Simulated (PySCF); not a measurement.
# Insertion of a divalent centre (a silylene, a carbene or their kin)

Start structure (SiH2F2, closed shell), relaxed at PBE0-D4/def2-TZVP:

Si1  (0.842, 0.207, -1.268)
F2  (1.037, 1.423, -0.243)
F3  (1.617, -0.959, -0.489)
H4  (-1.751, -0.616, 0.582)
H5  (-1.286, -0.364, 1.109)
(Å)

The step: SiF₂ + H₂ → SiH₂F₂ ([F][SiH2][F]); bonds formed: Si1–H4, Si1–H5; bonds broken: H4–H5. PySCF 2.14 with density fitting (its default auxiliary sets; JK sets also for MP2 and CCSD(T)); basis: def2-TZVPP and def2-QZVPP; cores frozen in the correlated methods. Extrapolation: Hartree–Fock as exp(−7.88 √X), correlation as X^−2.97. Energies below are by CCSD(T) at an estimated basis limit (MP2 extrapolated from triple and quadruple zeta, plus CCSD(T) − MP2 in triple zeta).

What are the electronic barrier and the energy of the step, from the start structure to the end structure? (Judge from chemistry; the value comes from the calculation.)

The calculation gives: Barrier 2.153 eV; step energy -1.641 eV (downhill); reverse barrier, their difference, 3.794 eV. Barrier and step energy count from the start structure, the reverse barrier from the end structure.

The saddle point: One imaginary mode of 1519i cm⁻¹.
| pair | start (Å) | saddle (Å) | end (Å) |
| --- | --- | --- | --- |
| Si1–H4 | 3.29 | 1.48 | 1.47 |
| Si1–H5 | 3.24 | 1.76 | 1.47 |
| H4–H5 | 0.75 | 1.23 | 2.48 |

Zero-point energy (harmonic, PBE0-D4): ZPE is 0.429 eV at the start and 0.495 eV at the saddle, so the barrier goes from 2.153 to 2.219 eV.

No T1 diagnostic of these runs exceeds 0.016. The restricted Hartree–Fock reference is unstable towards an unrestricted one at one or more of these structures. A large double-excitation amplitude points to some diradical character; no triplet was computed. The start structure is not quite a true minimum (one mode of 57i cm⁻¹).

Losses and insertions of silylenes and their heavier kin drive the gas-phase chemistry of silicon and germanium vapour deposition.

Labels in which every atom is bracketed show which atoms are joined, not bond orders.

For scale, one of the runs: CCSD(T)/def2-TZVPP, 132 basis functions, launched by `OMP_NUM_THREADS=4 python run.py`. Hardware: 4 CPU threads of an AMD EPYC 7B13, shared host. Wall time 34 s; peak host memory 0.76 GiB.
